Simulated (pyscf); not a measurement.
PySCF, gas phase, ωB97X-D3(BJ)/def2-SVP geometries.

### Question
Estimate the classical barrier height and the reaction energy of [O–Ta(F)(F)(F)–F]• + hydrogen (H₂) → HO–Ta(F)(F)(F)–F + H atom (H•) at ωB97M-D3(BJ)/def2-TZVP. The step runs on the doublet surface, breaks H–H and forms H–O; take the separated reactants as zero.

### Answer
ΔE‡ = 19.9 kJ/mol, ΔE = -63.9 kJ/mol. Zero-point energy shifts the barrier by +0.6 kJ/mol. It is a hydrogen abstraction, with an imaginary mode of 789i cm⁻¹. One saddle was located; it need not be the lowest between these sides. The angle at the transferred H is 153°. Open-shell species with a d-block atom are single-reference here; other states, and whether the spin sits on metal or ligand, were not checked. Elements past Kr carry the def2 core potentials, without spin-orbit coupling.
